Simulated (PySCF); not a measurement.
Gas-phase reaction: 2 BCl3 + BF3 ⇌ 3 BF + 6 Cl

Energies from PySCF, thermal terms from the rigid-rotor harmonic-oscillator model, ideal gas at 1 bar. The comparison is the NASA 1993 polynomial table, which mixes measured and estimated data. † marks an energy on the PBE0/def2-TZVP geometry and frequencies; other levels use their own. MP2 and CCSD(T) freeze the core. Open shells (unrestricted): Cl (multiplicity 2, electronic degeneracy 6); the rest are closed-shell singlets. Spin-orbit splitting is ignored; it lowers the true energy and changes the entropy of Cl. MP2 isn't extrapolated to the basis-set limit; its ΔH°(298 K) is 2409.0 kJ in def2-SVP and 2461.6 kJ in def2-TZVPP. CCSD(T) isn't extrapolated to the basis-set limit; its ΔH°(298 K) is 2260.6 kJ in def2-SVP and 2285.1 kJ in def2-TZVPP. The harmonic model lacks anharmonicity and excited electronic states, which grow with temperature; levels with a mode under 35 cm⁻¹ are left out. The table's entry may be an old estimate for BF (not checked at source).

```csv
level,"ΔH°(298 K), kJ",minus table,"ΔG°(1800 K), kJ"
table,2321.7,-,922.1
CCSD(T)/def2-TZVPP†,2285.1,-36.6,869.5
HF/def2-TZVP†,1816.5,-505.2,401.0
MP2/def2-SVP†,2409.0,87.3,993.5
PBE0/def2-TZVP,2434.3,112.6,1018.7
r2SCAN/def2-TZVP†,2470.5,148.8,1055.0
ωB97M-V/def2-TZVP†,2383.1,61.4,967.5
ωB97X-V/def2-TZVP†,2389.8,68.1,974.3
```
